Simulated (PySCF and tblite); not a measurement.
The numbers below are computed, except where a source is named.
System: C₄H₄ClF, numbered as in [CH2:1]=[C:2]([F:3])[C:4](=[CH2:5])[Cl:6].

Geometries: GFN2-xTB; energies: PBE0/pcSseg-1 + D3(BJ), IEF-PCM tetrahydrofuran; zero-point and thermal terms from GFN2-xTB harmonic modes (soft modes blended into free rotors). Rate constants are transition-state-theory values, counting equivalent paths, without tunnelling. Run with tblite and PySCF.

Question: How high is the barrier to the rotation about the C2–C4 bond (torsion C1–C2–C4–C5 from -180° to -22°, rising), through which structure does it pass, and what rate follows at 298 K?

Answer: The electronic barrier is 5.3 kcal/mol and ΔG‡(298 K) 5.5 kcal/mol, over a C1 saddle with an imaginary mode of 56i cm⁻¹ (GFN2-xTB). With 2 equivalent paths, k is 1.2×10⁹ s⁻¹, a mean lifetime of the start of 840 ps against this motion. The end lies 3.1 kcal/mol above the start in free energy.
